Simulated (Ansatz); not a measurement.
**C₃H₅FO: one species, many methods**

How much do the methods differ for C₃H₅FO? The plan is to run it at one geometry with functionals of several rungs and with coupled cluster, and see how far each lands from CCSD(T) at the basis-set limit for the atomisation energy.

Program: Ansatz 0.2.0, Gaussian basis. Level of theory: functionals in def2-TZVPP, the program's frozen cores in correlated methods. These are calculated values, not measurements.

Levels to be run: PBE-D4, r2SCAN-D4, PBE0-D4, B3LYP-D4, ωB97X-V, ωB97M-V, B2PLYP; CCSD(T)/def2-TZVPP; MP2/def2-QZVPP; extrapolation to the limit.

**1. The relaxed structure**

All runs share one geometry, relaxed beforehand with PBE0-D4 in a triple-zeta def2 set.

SMILES `CO/C=C/F`, 10 atoms, charge 0, spin multiplicity 1.

Atoms are counted from 1 here; the program's logs count them from 0.

Bond lengths: C1–O2 1.407 Å, C1–H6 1.088 Å, C1–H7 1.096 Å, C1–H8 1.096 Å, O2–C3 1.345 Å, C3–C4 1.328 Å, C3–H9 1.084 Å, C4–F5 1.345 Å, C4–H10 1.081 Å. Angles: O2–C1–H6 106.8°, O2–C1–H7 111.0°, O2–C1–H8 111.0°, H6–C1–H7 109.5°, H6–C1–H8 109.5°, H7–C1–H8 109.1°, C1–O2–C3 116.1°, O2–C3–C4 127.1°, O2–C3–H9 112.5°, C4–C3–H9 120.4°, C3–C4–F5 119.3°, C3–C4–H10 127.5°, F5–C4–H10 113.2°.

**2. PBE-D4 (GGA)**

in.yaml reads:

```yaml
crystal:
  periodic: [false, false, false]
  atoms:
    - {symbol: C, position_ang: [-0.885217, -1.088691, 0.231978]}
    - {symbol: O, position_ang: [-0.799855, 0.175363, 0.844397]}
    - {symbol: C, position_ang: [0.172518, 0.987207, 0.391505]}
    - {symbol: C, position_ang: [1.053950, 0.723334, -0.566008]}
    - {symbol: F, position_ang: [1.965631, 1.655407, -0.897080]}
    - {symbol: H, position_ang: [-1.711702, -1.612820, 0.707806]}
    - {symbol: H, position_ang: [-1.082734, -0.991855, -0.842082]}
    - {symbol: H, position_ang: [0.040760, -1.657776, 0.375846]}
    - {symbol: H, position_ang: [0.186470, 1.943127, 0.901627]}
    - {symbol: H, position_ang: [1.143179, -0.184597, -1.145090]}
basis:
  gaussian: {orbitals: def2-TZVPP}
hamiltonian: {xc: pbe, dispersion: d4}
output: {forces: true, orbitals: {seedname: orbitals}}
```

Command:

```sh
$ ansatz run in.yaml --threads 4 --pin off --events-out ev --progress --plain --max-ram 10444MiB
```

The runs that follow: r2SCAN-D4 (meta-GGA); PBE0-D4 (hybrid); B3LYP-D4 (hybrid); ωB97X-V (range-separated); ωB97M-V (range-separated); B2PLYP (double hybrid); CCSD(T) in def2-TZVPP; MP2 in def2-QZVPP.

Q: Predict the results of all the runs planned. Wanted: atomisation energy, CCSD(T)/CBS; farthest; mean size of error, hybrid; mean size of error, range-separated; gap, smallest and largest; T1 diagnostic; triples share of the correlation energy.

The runs gave:

```
                               quantity                                 value
        atomisation energy, CCSD(T)/CBS                        954.6 kcal/mol
functionals within 4.8 kcal/mol (0.5 %)            B3LYP-D4, ωB97X-V, ωB97M-V
                               farthest               PBE-D4 (+34.4 kcal/mol)
             mean size of error, hybrid                          4.8 kcal/mol
    mean size of error, range-separated                          3.1 kcal/mol
              gap, smallest and largest  5.20 eV (PBE-D4), 12.12 eV (ωB97X-V)
                          T1 diagnostic                                0.0124
triples share of the correlation energy                                 3.7 %
```

PBE-D4 is off by +34.4 kcal/mol. Double hybrids carry the basis error of their MP2 part in triple zeta, and no dispersion term here, so their miss is partly the set-up's. Misses under about 4.8 kcal/mol are within the doubt on the reference itself, which lacks core-valence correlation, relativity and higher excitations. Hartree-Fock recovers 71 % of the binding; the rest is correlation. The gap grows from 5.2 to 12.1 eV across the functionals, mostly with the share of exact exchange.
